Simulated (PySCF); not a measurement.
PySCF input (PW6B95/def2-TZVPD):

```python
from pyscf import gto, scf, dft

mol = gto.M(
    atom='''
    O    -1.26170112    0.44861239   -0.01279754
    S    -0.01151049   -0.41288437   -0.00531408
    O     1.28472211    0.37715635    0.02342570
    ''',
    basis='def2-tzvpd',
    charge=-1,
    spin=1,
    verbose=4,
)

mf = dft.UKS(mol, xc='pw6b95').density_fit(auxbasis='def2-universal-jkfit')
mf.grids.level = 3
mf.conv_tol = 1e-9
mf.max_cycle = 100
mf.max_memory = 1500
mf.kernel()
if not mf.converged:
    mf = mf.newton()
    mf.kernel(mf.make_rdm1())
for _ in range(2):
    mo, _, stable, _ = mf.stability(return_status=True)
    if stable:
        break
    mf.kernel(mf.make_rdm1(mo, mf.mo_occ))
mf.analyze()
```

End of the output:

```
Extra cycle  E= -549.24107643819  delta_E= -2.96e-12  |g|= 1.69e-06  |ddm|= 4.63e-06
converged SCF energy = -549.24107643819  <S^2> = 0.75560444  2S+1 = 2.0055966
uhf_internal: lowest eigs of H = [0.17215011 0.18030769 0.19831756]
<class 'pyscf.df.df_jk.DFUKS'> wavefunction is stable in the internal stability analysis
**** SCF Summaries ****
Total Energy =                        -549.241076438190362
Nuclear Repulsion Energy =             102.518257470414170
One-electron Energy =                 -969.246658799221223
Two-electron Energy =                  317.487324890616719
Two-electron Coulomb Energy =          361.121829595509382
DFT Exchange-Correlation Energy =      -43.634504704892635
HOMO-LUMO gap [eV] =                     3.289685462921009
**** MO energy ****
                             alpha | beta                alpha | beta
MO #1   energy= -89.1086182220617  | -89.1051513822344  occ= 1 | 1
MO #2   energy= -19.0650061583621  | -19.0579271251487  occ= 1 | 1
MO #3   energy= -19.0649938437348  | -19.0579112392073  occ= 1 | 1
MO #4   energy= -7.89530569238094  | -7.89229006194636  occ= 1 | 1
MO #5   energy= -5.83147120114539  | -5.82887446989021  occ= 1 | 1
MO #6   energy= -5.83069393721138  | -5.82560666724399  occ= 1 | 1
MO #7   energy= -5.82726941771276  | -5.82003180201519  occ= 1 | 1
MO #8   energy= -0.858295406278742 | -0.844161931794247 occ= 1 | 1
MO #9   energy= -0.776803196079968 | -0.76118010253704  occ= 1 | 1
MO #10  energy= -0.412249869123407 | -0.386251701467359 occ= 1 | 1
MO #11  energy= -0.237003478338995 | -0.227725544218425 occ= 1 | 1
MO #12  energy= -0.23446342943713  | -0.217355258508752 occ= 1 | 1
MO #13  energy= -0.226074261873641 | -0.194208346185724 occ= 1 | 1
MO #14  energy= -0.134019279414023 | -0.0923173318228592 occ= 1 | 1
MO #15  energy= -0.0991125311283521 | -0.0862118370148963 occ= 1 | 1
MO #16  energy= -0.089893803105776 | -0.0774271036973878 occ= 1 | 1
MO #17  energy= 0.0242184147506208 | 0.145112126688085  occ= 1 | 0
MO #18  energy= 0.151281446974866  | 0.155632304453615  occ= 0 | 0
MO #19  energy= 0.155218200560309  | 0.157511913594775  occ= 0 | 0
MO #20  energy= 0.160638571099286  | 0.169772856942395  occ= 0 | 0
MO #21  energy= 0.169109907975991  | 0.175357281629923  occ= 0 | 0
MO #22  energy= 0.227382959274637  | 0.22798470297845   occ= 0 | 0
MO #23  energy= 0.24270207157892   | 0.243586316581078  occ= 0 | 0
MO #24  energy= 0.248488387826021  | 0.250672578935869  occ= 0 | 0
MO #25  energy= 0.266866550804111  | 0.272733893431638  occ= 0 | 0
MO #26  energy= 0.274290808078575  | 0.280390870829491  occ= 0 | 0
MO #27  energy= 0.283962585934823  | 0.288705115417189  occ= 0 | 0
MO #28  energy= 0.285810309445103  | 0.294744427485414  occ= 0 | 0
MO #29  energy= 0.298516690081956  | 0.300807746199583  occ= 0 | 0
MO #30  energy= 0.366003837575954  | 0.375731821621561  occ= 0 | 0
MO #31  energy= 0.389255167352212  | 0.391641972216237  occ= 0 | 0
MO #32  energy= 0.417166009102179  | 0.420234663324197  occ= 0 | 0
MO #33  energy= 0.418423096182556  | 0.425751750106912  occ= 0 | 0
MO #34  energy= 0.433107527756213  | 0.440094692125535  occ= 0 | 0
MO #35  energy= 0.459764126321582  | 0.463093263719163  occ= 0 | 0
MO #36  energy= 0.467331952101391  | 0.469175251802383  occ= 0 | 0
MO #37  energy= 0.552167982170536  | 0.553981938356633  occ= 0 | 0
MO #38  energy= 0.570114544195624  | 0.581016348635222  occ= 0 | 0
MO #39  energy= 0.593967983763046  | 0.595290423394963  occ= 0 | 0
MO #40  energy= 0.599895716786578  | 0.603722146834142  occ= 0 | 0
MO #41  energy= 0.623152443031963  | 0.625619630732723  occ= 0 | 0
MO #42  energy= 0.637861249302465  | 0.644671857547678  occ= 0 | 0
MO #43  energy= 0.646656016712318  | 0.648426514678661  occ= 0 | 0
MO #44  energy= 0.679622920578863  | 0.691441325106585  occ= 0 | 0
MO #45  energy= 0.687989548443393  | 0.695707338026473  occ= 0 | 0
MO #46  energy= 0.690933382044469  | 0.698553107403536  occ= 0 | 0
MO #47  energy= 0.722776918251075  | 0.724872425088112  occ= 0 | 0
MO #48  energy= 0.732309558888146  | 0.733490320713274  occ= 0 | 0
MO #49  energy= 0.756998887383331  | 0.772081506628021  occ= 0 | 0
MO #50  energy= 0.788181082717842  | 0.808819489576746  occ= 0 | 0
MO #51  energy= 0.813016259669432  | 0.819852853350888  occ= 0 | 0
MO #52  energy= 0.864569487324815  | 0.868504011655027  occ= 0 | 0
MO #53  energy= 0.919582065497245  | 0.930970965621327  occ= 0 | 0
MO #54  energy= 1.00399847010386   | 1.01022578135499   occ= 0 | 0
MO #55  energy= 1.00589455432222   | 1.01294561389041   occ= 0 | 0
MO #56  energy= 1.00886292899389   | 1.01307792140614   occ= 0 | 0
MO #57  energy= 1.02927636911374   | 1.03568753921629   occ= 0 | 0
MO #58  energy= 1.06963342296874   | 1.07365914086231   occ= 0 | 0
MO #59  energy= 1.09083349499851   | 1.09372759711685   occ= 0 | 0
MO #60  energy= 1.10242603838641   | 1.10424449251286   occ= 0 | 0
MO #61  energy= 1.14691656291894   | 1.1512657574207    occ= 0 | 0
MO #62  energy= 1.2399500483895    | 1.24578418836932   occ= 0 | 0
MO #63  energy= 1.24415912223859   | 1.2479385844519    occ= 0 | 0
MO #64  energy= 1.69691890912614   | 1.70784287132737   occ= 0 | 0
MO #65  energy= 1.70604979286506   | 1.71971926300236   occ= 0 | 0
MO #66  energy= 1.74267569502826   | 1.74503929271797   occ= 0 | 0
MO #67  energy= 1.77100812313952   | 1.78651245954755   occ= 0 | 0
MO #68  energy= 1.78397974354468   | 1.79922017630721   occ= 0 | 0
MO #69  energy= 1.78509695909376   | 1.800992292145     occ= 0 | 0
MO #70  energy= 1.82247181495722   | 1.83015851449306   occ= 0 | 0
MO #71  energy= 1.92113500280384   | 1.93959898363209   occ= 0 | 0
MO #72  energy= 1.96869824888516   | 1.974685379022     occ= 0 | 0
MO #73  energy= 1.97539665361197   | 1.98056766566117   occ= 0 | 0
MO #74  energy= 1.98120019771805   | 1.99324245685992   occ= 0 | 0
MO #75  energy= 1.9962212167862    | 2.00777126970002   occ= 0 | 0
MO #76  energy= 2.04797721405064   | 2.07336529816962   occ= 0 | 0
MO #77  energy= 2.08071479277267   | 2.08959706623645   occ= 0 | 0
MO #78  energy= 2.17474083562179   | 2.1876213488964    occ= 0 | 0
MO #79  energy= 2.21022094688983   | 2.22096409344176   occ= 0 | 0
MO #80  energy= 2.23499761544781   | 2.25290749332785   occ= 0 | 0
MO #81  energy= 2.4346278624501    | 2.44109128121357   occ= 0 | 0
MO #82  energy= 2.53841882057904   | 2.5439085464741    occ= 0 | 0
MO #83  energy= 2.5398906908741    | 2.55491932603979   occ= 0 | 0
MO #84  energy= 2.55099830358982   | 2.55869426195975   occ= 0 | 0
MO #85  energy= 2.55184150718835   | 2.5675220351383    occ= 0 | 0
MO #86  energy= 2.66393537871044   | 2.66732345694243   occ= 0 | 0
MO #87  energy= 2.83833170064685   | 2.8443277763162    occ= 0 | 0
MO #88  energy= 2.87919820562165   | 2.88487129910962   occ= 0 | 0
MO #89  energy= 3.09508578228471   | 3.1190226119461    occ= 0 | 0
MO #90  energy= 3.13480059169225   | 3.15732428847302   occ= 0 | 0
MO #91  energy= 3.18152175029638   | 3.18616661210928   occ= 0 | 0
MO #92  energy= 3.27257443312039   | 3.27707689445968   occ= 0 | 0
MO #93  energy= 3.30961986304722   | 3.31833615969449   occ= 0 | 0
MO #94  energy= 3.3524468499372    | 3.3610280357738    occ= 0 | 0
MO #95  energy= 3.7335958296724    | 3.73958726198054   occ= 0 | 0
MO #96  energy= 4.17742899369969   | 4.1835150087413    occ= 0 | 0
MO #97  energy= 5.35791101186783   | 5.36632066361482   occ= 0 | 0
MO #98  energy= 5.37071151734585   | 5.3827525336467    occ= 0 | 0
MO #99  energy= 5.37113182868155   | 5.38290424375692   occ= 0 | 0
MO #100 energy= 5.37154471703101   | 5.38396495021584   occ= 0 | 0
MO #101 energy= 5.37273409759603   | 5.38530774382155   occ= 0 | 0
MO #102 energy= 5.41049385580297   | 5.41639957655491   occ= 0 | 0
MO #103 energy= 5.43160708769711   | 5.43833833012415   occ= 0 | 0
MO #104 energy= 5.49012756528156   | 5.49845152472535   occ= 0 | 0
[...]
```
